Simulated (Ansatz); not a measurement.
Ansatz (a quantum-chemistry and plane-wave program) input (B3LYP-D3(BJ)/def2-TZVP):

Ansatz 0.2 input:
```yaml
crystal:
  periodic: [false, false, false]
  atoms:
    - {symbol: O, position_ang: [0.32344914, 1.28933772, 0.33469062]}
    - {symbol: C, position_ang: [-0.06628347, 0.13205167, 0.02906921]}
    - {symbol: N, position_ang: [0.99352240, -0.76892505, -0.43544358]}
    - {symbol: C, position_ang: [-1.34549177, -0.39777089, 0.05614525]}
    - {symbol: H, position_ang: [0.80714627, -1.72470693, -0.15261941]}
    - {symbol: H, position_ang: [-1.55170757, -1.39883087, -0.30543238]}
    - {symbol: H, position_ang: [-2.18037315, 0.23739520, 0.32008866]}
    - {symbol: H, position_ang: [1.85333598, -0.45176843, -0.00274350]}
basis:
  gaussian:
    orbitals: def2-TZVP
hamiltonian:
  xc: b3lyp
  dispersion: d3bj
total_charge: -1
phonons: {temperatures: {t_min: 298.15, t_max: 298.15, t_step: 100}}
```

Output:

```
Functional definition: B3LYP
integrals: 0.05 GiB planned
842 factors; their error is unknown
mean field: 0.54 GiB planned
mean field evaluation 1: about -5673.0336 eV, gradient 5.3e1 eV
mean field evaluation 2: about -5668.3070 eV, gradient 6.8e1 eV
mean field evaluation 4: about -5678.7830 eV, gradient 2.3e0 eV
mean field evaluation 8: about -5678.7933 eV, gradient 6.9e-2 eV
mean field evaluation 16: about -5678.7925 eV, gradient 1.1e-4 eV
mean field -5678.79247459 eV, -208.6917742174 hartree, gradient 1.8e-5 eV, S^2 0.000000; 0 other end points of the search recorded, 0 dependent functions left out
the calculation of the forces begins
reference -5678.79270141 eV, -208.6917825527 hartree; 16, 16 occupied and 132, 132 virtual orbitals, 842 factors
these checks for a lower state are left out or cut short: stability, starts, cluster_reference, orbital_swaps, neighbouring_geometries, increment
integrals: 0.05 GiB planned
842 factors; their error is unknown
mean field: 0.54 GiB planned
mean field -5678.79244310 eV, -208.6917730603 hartree, gradient 2.0e-6 eV, S^2 0.000000; 0 other end points of the search recorded, 0 dependent functions left out
the calculation of the forces begins
reference -5678.79266992 eV, -208.6917813958 hartree; 16, 16 occupied and 132, 132 virtual orbitals, 842 factors
these checks for a lower state are left out or cut short: stability, starts, cluster_reference, orbital_swaps, neighbouring_geometries, increment
integrals: 0.05 GiB planned
842 factors; their error is unknown
mean field: 0.54 GiB planned
mean field evaluation 32: about -5678.7924 eV, gradient 2.0e-6 eV
mean field -5678.79242164 eV, -208.6917722716 hartree, gradient 2.0e-6 eV, S^2 0.000000; 0 other end points of the search recorded, 0 dependent functions left out
the calculation of the forces begins
reference -5678.79264845 eV, -208.6917806066 hartree; 16, 16 occupied and 132, 132 virtual orbitals, 842 factors
these checks for a lower state are left out or cut short: stability, starts, cluster_reference, orbital_swaps, neighbouring_geometries, increment
integrals: 0.05 GiB planned
842 factors; their error is unknown
mean field: 0.54 GiB planned
mean field -5678.79234763 eV, -208.6917695516 hartree, gradient 2.0e-6 eV, S^2 0.000000; 0 other end points of the search recorded, 0 dependent functions left out
the calculation of the forces begins
reference -5678.79257439 eV, -208.6917778850 hartree; 16, 16 occupied and 132, 132 virtual orbitals, 842 factors
these checks for a lower state are left out or cut short: stability, starts, cluster_reference, orbital_swaps, neighbouring_geometries, increment
integrals: 0.05 GiB planned
842 factors; their error is unknown
mean field: 0.54 GiB planned
mean field -5678.79228001 eV, -208.6917670667 hartree, gradient 2.0e-6 eV, S^2 0.000000; 0 other end points of the search recorded, 0 dependent functions left out
the calculation of the forces begins
reference -5678.79250687 eV, -208.6917754038 hartree; 16, 16 occupied and 132, 132 virtual orbitals, 842 factors
these checks for a lower state are left out or cut short: stability, starts, cluster_reference, orbital_swaps, neighbouring_geometries, increment
integrals: 0.05 GiB planned
842 factors; their error is unknown
mean field: 0.54 GiB planned
mean field -5678.79245873 eV, -208.6917736345 hartree, gradient 2.0e-6 eV, S^2 0.000000; 0 other end points of the search recorded, 0 dependent functions left out
the calculation of the forces begins
reference -5678.79268554 eV, -208.6917819696 hartree; 16, 16 occupied and 132, 132 virtual orbitals, 842 factors
these checks for a lower state are left out or cut short: stability, starts, cluster_reference, orbital_swaps, neighbouring_geometries, increment
integrals: 0.05 GiB planned
[...]
reference -5678.79262152 eV, -208.6917796169 hartree; 16, 16 occupied and 132, 132 virtual orbitals, 842 factors
these checks for a lower state are left out or cut short: stability, starts, cluster_reference, orbital_swaps, neighbouring_geometries, increment
integrals: 0.05 GiB planned
842 factors; their error is unknown
mean field: 0.54 GiB planned
mean field -5678.79245914 eV, -208.6917736496 hartree, gradient 2.0e-6 eV, S^2 0.000000; 0 other end points of the search recorded, 0 dependent functions left out
the calculation of the forces begins
reference -5678.79268599 eV, -208.6917819861 hartree; 16, 16 occupied and 132, 132 virtual orbitals, 842 factors
these checks for a lower state are left out or cut short: stability, starts, cluster_reference, orbital_swaps, neighbouring_geometries, increment
integrals: 0.05 GiB planned
842 factors; their error is unknown
mean field: 0.54 GiB planned
mean field -5678.79246180 eV, -208.6917737473 hartree, gradient 2.0e-6 eV, S^2 0.000000; 0 other end points of the search recorded, 0 dependent functions left out
the calculation of the forces begins
reference -5678.79268858 eV, -208.6917820814 hartree; 16, 16 occupied and 132, 132 virtual orbitals, 842 factors
these checks for a lower state are left out or cut short: stability, starts, cluster_reference, orbital_swaps, neighbouring_geometries, increment
integrals: 0.05 GiB planned
842 factors; their error is unknown
mean field: 0.54 GiB planned
mean field -5678.79238121 eV, -208.6917707857 hartree, gradient 2.0e-6 eV, S^2 0.000000; 0 other end points of the search recorded, 0 dependent functions left out
the calculation of the forces begins
reference -5678.79260799 eV, -208.6917791198 hartree; 16, 16 occupied and 132, 132 virtual orbitals, 842 factors
these checks for a lower state are left out or cut short: stability, starts, cluster_reference, orbital_swaps, neighbouring_geometries, increment
integrals: 0.05 GiB planned
842 factors; their error is unknown
mean field: 0.54 GiB planned
mean field -5678.79242691 eV, -208.6917724652 hartree, gradient 2.0e-6 eV, S^2 0.000000; 0 other end points of the search recorded, 0 dependent functions left out
the calculation of the forces begins
reference -5678.79265376 eV, -208.6917808016 hartree; 16, 16 occupied and 132, 132 virtual orbitals, 842 factors
these checks for a lower state are left out or cut short: stability, starts, cluster_reference, orbital_swaps, neighbouring_geometries, increment
integrals: 0.05 GiB planned
842 factors; their error is unknown
mean field: 0.54 GiB planned
mean field evaluation 288: about -5678.7924 eV, gradient 2.0e-4 eV
mean field -5678.79243100 eV, -208.6917726157 hartree, gradient 2.0e-6 eV, S^2 0.000000; 0 other end points of the search recorded, 0 dependent functions left out
the calculation of the forces begins
reference -5678.79265783 eV, -208.6917809513 hartree; 16, 16 occupied and 132, 132 virtual orbitals, 842 factors
these checks for a lower state are left out or cut short: stability, starts, cluster_reference, orbital_swaps, neighbouring_geometries, increment
integrals: 0.05 GiB planned
842 factors; their error is unknown
mean field: 0.54 GiB planned
mean field -5678.79242715 eV, -208.6917724741 hartree, gradient 2.0e-6 eV, S^2 0.000000; 0 other end points of the search recorded, 0 dependent functions left out
the calculation of the forces begins
reference -5678.79265396 eV, -208.6917808089 hartree; 16, 16 occupied and 132, 132 virtual orbitals, 842 factors
these checks for a lower state are left out or cut short: stability, starts, cluster_reference, orbital_swaps, neighbouring_geometries, increment
integrals: 0.05 GiB planned
842 factors; their error is unknown
mean field: 0.54 GiB planned
mean field -5678.79246706 eV, -208.6917739406 hartree, gradient 2.0e-6 eV, S^2 0.000000; 0 other end points of the search recorded, 0 dependent functions left out
the calculation of the forces begins
reference -5678.79269388 eV, -208.6917822761 hartree; 16, 16 occupied and 132, 132 virtual orbitals, 842 factors
these checks for a lower state are left out or cut short: stability, starts, cluster_reference, orbital_swaps, neighbouring_geometries, increment
integrals: 0.05 GiB planned
842 factors; their error is unknown
mean field: 0.54 GiB planned
mean field -5678.79246243 eV, -208.6917737707 hartree, gradient 2.0e-6 eV, S^2 0.000000; 0 other end points of the search recorded, 0 dependent functions left out
the calculation of the forces begins
reference -5678.79268924 eV, -208.6917821056 hartree; 16, 16 occupied and 132, 132 virtual orbitals, 842 factors
these checks for a lower state are left out or cut short: stability, starts, cluster_reference, orbital_swaps, neighbouring_geometries, increment
integrals: 0.05 GiB planned
842 factors; their error is unknown
mean field: 0.54 GiB planned
mean field -5678.79239513 eV, -208.6917712972 hartree, gradient 2.0e-6 eV, S^2 0.000000; 0 other end points of the search recorded, 0 dependent functions left out
the calculation of the forces begins
reference -5678.79262202 eV, -208.6917796352 hartree; 16, 16 occupied and 132, 132 virtual orbitals, 842 factors
these checks for a lower state are left out or cut short: stability, starts, cluster_reference, orbital_swaps, neighbouring_geometries, increment
integrals: 0.05 GiB planned
842 factors; their error is unknown
mean field: 0.54 GiB planned
mean field evaluation 320: about -5678.7952 eV, gradient 4.5e-1 eV
mean field -5678.79234931 eV, -208.6917696136 hartree, gradient 2.0e-6 eV, S^2 0.000000; 0 other end points of the search recorded, 0 dependent functions left out
the calculation of the forces begins
reference -5678.79257605 eV, -208.6917779461 hartree; 16, 16 occupied and 132, 132 virtual orbitals, 842 factors
these checks for a lower state are left out or cut short: stability, starts, cluster_reference, orbital_swaps, neighbouring_geometries, increment
integrals: 0.05 GiB planned
842 factors; their error is unknown
mean field: 0.54 GiB planned
mean field -5678.79244211 eV, -208.6917730237 hartree, gradient 2.0e-6 eV, S^2 0.000000; 0 other end points of the search recorded, 0 dependent functions left out
the calculation of the forces begins
reference -5678.79266896 eV, -208.6917813603 hartree; 16, 16 occupied and 132, 132 virtual orbitals, 842 factors
these checks for a lower state are left out or cut short: stability, starts, cluster_reference, orbital_swaps, neighbouring_geometries, increment
integrals: 0.05 GiB planned
842 factors; their error is unknown
mean field: 0.54 GiB planned
mean field -5678.79244901 eV, -208.6917732772 hartree, gradient 2.0e-6 eV, S^2 0.000000; 0 other end points of the search recorded, 0 dependent functions left out
the calculation of the forces begins
reference -5678.79267578 eV, -208.6917816111 hartree; 16, 16 occupied and 132, 132 virtual orbitals, 842 factors
these checks for a lower state are left out or cut short: stability, starts, cluster_reference, orbital_swaps, neighbouring_geometries, increment
integrals: 0.05 GiB planned
842 factors; their error is unknown
mean field: 0.54 GiB planned
mean field -5678.79244645 eV, -208.6917731831 hartree, gradient 2.0e-6 eV, S^2 0.000000; 0 other end points of the search recorded, 0 dependent functions left out
the calculation of the forces begins
reference -5678.79267328 eV, -208.6917815189 hartree; 16, 16 occupied and 132, 132 virtual orbitals, 842 factors
these checks for a lower state are left out or cut short: stability, starts, cluster_reference, orbital_swaps, neighbouring_geometries, increment
integrals: 0.05 GiB planned
842 factors; their error is unknown
mean field: 0.54 GiB planned
mean field evaluation 352: about -5678.7924 eV, gradient 6.3e-3 eV
mean field -5678.79244870 eV, -208.6917732661 hartree, gradient 2.0e-6 eV, S^2 0.000000; 0 other end points of the search recorded, 0 dependent functions left out
the calculation of the forces begins
reference -5678.79267550 eV, -208.6917816007 hartree; 16, 16 occupied and 132, 132 virtual orbitals, 842 factors
Total energy: -5679.00555373 eV, -208.6996047313 hartree
Atom 0 at     0.323449     1.289338     0.334691 Å, force     0.000075     0.000308     0.000014 eV/Å
Atom 1 at    -0.066283     0.132052     0.029069 Å, force     0.000496    -0.000611     0.000590 eV/Å
Atom 2 at     0.993522    -0.768925    -0.435444 Å, force    -0.000232     0.000097    -0.000263 eV/Å
Atom 3 at    -1.345492    -0.397771     0.056145 Å, force    -0.000399     0.000012    -0.000326 eV/Å
Atom 4 at     0.807146    -1.724707    -0.152619 Å, force    -0.000019     0.000274    -0.000005 eV/Å
Atom 5 at    -1.551708    -1.398831    -0.305432 Å, force     0.000028    -0.000072     0.000270 eV/Å
Atom 6 at    -2.180373     0.237395     0.320089 Å, force    -0.000183     0.000049    -0.000211 eV/Å
Atom 7 at     1.853336    -0.451768    -0.002743 Å, force     0.000236    -0.000057    -0.000068 eV/Å
Dipole moment:     0.345896    -0.561023     0.024145 e Å
Vibrations: 284.56 410.99 457.86 545.46 589.13 682.63 793.39 890.78 1009.94 1120.62 1284.18 1453.27 1594.79 1647.65 3116.48 3201.10 3461.10 3560.21 cm⁻¹, zero-point energy 1.618249 eV
```

It need not be the lowest isomer of its formula. Whether it binds its extra electron was not tested at this geometry.
